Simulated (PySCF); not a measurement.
# Working out the ionisation energy of N

N [He] 2s2 2p3 (4S) → N+ [He] 2s2 2p2 (3P). Calculation: PySCF 2.14, in x2c-TZVPPall with one added diffuse shell each of s, p, d type (6s4p3d1f, 40 functions); the spin-free X2C one-electron Hamiltonian (Gaussian nucleus). Frozen: nothing. Energies in hartree (1 hartree = 27.21139 eV):

```json
{"part": "UHF", "N (lower)": "-54.432063", "N+ (upper)": "-53.921566"}
{"part": "CCSD correlation", "N (lower)": "-0.129644", "N+ (upper)": "-0.109372"}
{"part": "(T)", "N (lower)": "-0.002480", "N+ (upper)": "-0.001711"}
```

Problem. What does Hartree-Fock give?

Solution. (-53.921566) − (-54.432063) = 0.510497 hartree = 13.891 eV.

Problem. What do CCSD and CCSD(T) give?

Solution. The CCSD correlation energies differ by 0.020272 hartree = 0.552 eV and the triples by 0.000769 hartree = 0.021 eV, so CCSD gives 14.443 eV and CCSD(T) 14.464 eV.

Measured between the centres of the two terms (NIST): 14.545 eV, so CCSD(T) (valence and next inner shell) is off by -0.081 eV.

What remains against the reference includes basis incompleteness and higher excitations.
